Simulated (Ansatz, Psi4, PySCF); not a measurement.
Species: C$_{2}$H$_{5}$O, net charge 0, doublet state. SMILES: C[CH]O
Structure (B3LYP-D3(BJ)/def2-TZVP (Ansatz, a quantum-chemistry and plane-wave program) minimum search):
```xyz
8

C      1.1812    -0.3678     0.0185
C     -0.0012     0.5180    -0.0569
O     -1.2056    -0.1247     0.1002
H     -1.9253     0.5046    -0.0138
H     -0.0012     1.4082    -0.6784
H      2.0981     0.2220    -0.0068
H      1.1724    -0.9524     0.9427
H      1.2203    -1.0859    -0.8147
```
Charge 0, spin multiplicity 2.

Wanted: atomisation energy, in kcal/mol. Set-up: UHF or UKS for open shells; 6-311+G** with 5d; valence correlation only; 6-31G* and kin with 6d, 5d where marked; atomisation electronic, to ground-state atoms; LANL2DZ all-electron up to Ne; no spin-orbit coupling; dispersion terms only where a functional's name holds one; non-relativistic. CBS(X,Y): correlation extrapolated as X^-3; Hartree-Fock from the larger set. [CCSD(T)-MP2]/basis is that difference in the basis named. Ab initio and DFT rows: single points at B3LYP-D3(BJ) geometries (Ansatz).

Coupled cluster (Ansatz) is a level with limits of its own, used here on species with T1 under 0.025 (0.045 for open shells) and stable references: RI-MP2/CBS(cc-pVTZ,cc-pVQZ)+[CCSD(T)-MP2]/cc-pVTZ.

Value to compare with, RI-MP2/CBS(cc-pVTZ,cc-pVQZ)+[CCSD(T)-MP2]/cc-pVTZ (Ansatz): 708.2 kcal/mol.

```
level                            program  atomisation energy (kcal/mol)  difference
------------------------  --------------  -----------------------------  ----------
HF/LANL2DZ                        Ansatz                          475.2      -233.0
HF/6-311+G**                      Ansatz                          513.9      -194.3
PBE/3-21G                         Ansatz                          707.6        -0.6
PBE/6-31G*                        Ansatz                          722.5        14.3
BP86/6-31G* (5d)                   PySCF                          730.1        21.9
B3LYP/STO-3G                      Ansatz                          806.7        98.5
B3LYP/3-21G                       Ansatz                          684.2       -24.0
B3LYP/6-31G**                     Ansatz                          710.4         2.2
B3LYP/cc-pVDZ                     Ansatz                          695.6       -12.6
M06-2X/6-31G* (5d)                 PySCF                          704.2        -4.0
M06-2X/6-311+G**                   PySCF                          703.7        -4.5
wB97X-D/6-31G*                      Psi4                          705.5        -2.7
MP2/STO-3G                        Ansatz                          672.1       -36.1
r2SCAN-D4/def2-TZVPD      Ansatz + dftd4                          712.9         4.7
B3LYP-D3(BJ)/def2-TZVPD   Ansatz + dftd3                          710.6         2.4
B2PLYP-D3(BJ)/def2-TZVPD  Ansatz + dftd3                          701.8        -6.4
```

Among the 13 habitual levels, HF/LANL2DZ lies farthest from RI-MP2/CBS(cc-pVTZ,cc-pVQZ)+[CCSD(T)-MP2]/cc-pVTZ (Ansatz) (-233.0 kcal/mol) and PBE/3-21G nearest (-0.6); 4 of 13 lie above it, and their mean absolute difference is 49.9 kcal/mol, the median 14.3. One case shows no general order.

The levels are drawn from those run, B3LYP/6-31G* more often than the rest, none by its result; runs whose electronic state is in doubt are left out.
